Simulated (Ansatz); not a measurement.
Ansatz (a quantum-chemistry and plane-wave program) input:
A basis named .json is the Basis Set Exchange file of that set.

Ansatz 0.2 input:
```yaml
crystal:
  periodic: [false, false, false]
  atoms:
    - {symbol: Si, position_ang: [0.01241810, 0.02066246, 1.21192572]}
    - {symbol: Si, position_ang: [-0.00991521, 0.04867099, -1.12060913]}
    - {symbol: H, position_ang: [-1.20864940, -0.56547163, 1.82210639]}
    - {symbol: H, position_ang: [1.21762135, -0.61946299, 1.79894031]}
    - {symbol: H, position_ang: [-0.03689409, -1.31618260, -1.70716646]}
    - {symbol: H, position_ang: [-1.21053620, 0.78404316, -1.58393597]}
    - {symbol: H, position_ang: [1.20341781, 0.74640588, -1.60837640]}
basis:
  gaussian:
    orbitals: def2-TZVPPD.json
magnetization: {spin_polarized: true, initial_magnetization: 1}
correlation: {method: ccsd_t, electrons: outside_noble_gas}
```

Problem. Which total energy does the run end on?

Solution. -581.04495 Eh (CCSD(T)/def2-TZVPPD). The basis has 181 functions.

It need not be the lowest isomer of its formula.
